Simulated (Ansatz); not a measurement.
Harmonic frequencies (cm⁻¹) at PBE0-D4/def2-TZVP from Ansatz: 453, 453, 1607, 1637.

Problem. Which molecule is it?
A. `[SH][Mg][SH]`
B. `[MgH2]`
C. `[F][Mg][Cl]`
D. `[MgH][SH]`

Solution. B.
